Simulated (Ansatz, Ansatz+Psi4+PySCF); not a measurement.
```xyz
2

Al    0.0000    0.0000   -0.9644
N     0.0000    0.0000    0.9644
```

Basis set: cc-pVTZ on N; cc-pV(T+d)Z on Al (spherical functions). Correlated methods keep 6 orbitals frozen. Charge 0, multiplicity 3.

Computed with Ansatz (development build ahead of 0.2.0); the reference of a correlated method needn't be the lowest determinant of its kind.

Give the atomization energy at this shape (free ground-state atoms in the same class of orbitals less the molecule, no zero-point energy) of triplet AlN by UHF-BCCD(T), UHF-CCSD(T).

| method | atomization energy |
| --- | --- |
| UHF-BCCD(T) | 2.29 eV |
| UHF-CCSD(T) | 2.29 eV |

Caution: the reference determinant was not shown to be the lowest.
